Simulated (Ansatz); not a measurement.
**H4O2Si: a dynamics run in two tries**

Wanted: a short trajectory, and a check that the input is sound. SMILES of the start: O[SiH2]O.

Program: Ansatz 0.2.0. Level of theory: RKS PBE-D4/6-31G. These are calculated values, not measurements.

## 1. The starting structure

Bond lengths: Si1–H2 1.495 Å, Si1–O3 1.738 Å, O3–H4 0.981 Å, Si1–O5 1.738 Å, O5–H6 0.981 Å, Si1–H7 1.527 Å. Angles: H2–Si1–O3 104.2°, H2–Si1–O5 104.2°, H2–Si1–H7 114.6°, O3–Si1–O5 115.5°, O3–Si1–H7 109.2°, O5–Si1–H7 109.2°, Si1–O3–H4 121.5°, Si1–O5–H6 121.5°.

Coordinates:

```xyz
7

Si   -0.0760   -0.1303    0.1919
H     0.0162    0.0747    1.6695
O     1.5799   -0.2162   -0.3306
H     1.8172   -0.5043   -1.2382
O    -0.9684    1.2501   -0.3741
H    -1.3102    1.2991   -1.2927
H    -0.8021   -1.4055   -0.2288
```

## 2. The run

Input file input.yaml:

```yaml
crystal:
  periodic: [false, false, false]
  atoms:
    - { symbol: Si, position_ang: [-0.075996, -0.130287, 0.191883] }
    - { symbol: H, position_ang: [0.01624, 0.074661, 1.66948] }
    - { symbol: O, position_ang: [1.579913, -0.216204, -0.330554] }
    - { symbol: H, position_ang: [1.817229, -0.50432, -1.238166] }
    - { symbol: O, position_ang: [-0.968435, 1.250055, -0.374069] }
    - { symbol: H, position_ang: [-1.310173, 1.299083, -1.292687] }
    - { symbol: H, position_ang: [-0.802077, -1.405488, -0.228788] }
basis:
  gaussian: { orbitals: "6-31G" }
hamiltonian:
  xc: pbe
  dispersion: d4
md:
  timestep: 0.5
  n_steps: 25
  ensemble: nvt_nose_hoover
  temperature: 300.0
  initial_velocities: maxwell_boltzmann
  seed: 431601
  dt: 0.5
```

The run is started by

```sh
$ ansatz run input.yaml --threads 1 --pin off --max-ram 2048MiB --backend cpu --events-out ev --progress --plain --runs-dir out
```

What does the calculation give? Wanted: first try.

The runs gave:

```
 quantity                                                                               value
first try                                                                             refused
    cause  one key bears a name from other programs (dt, n_images) that this one doesn't know
```

**Reading.** The fault in the first input was caught at the input check and cost nothing.
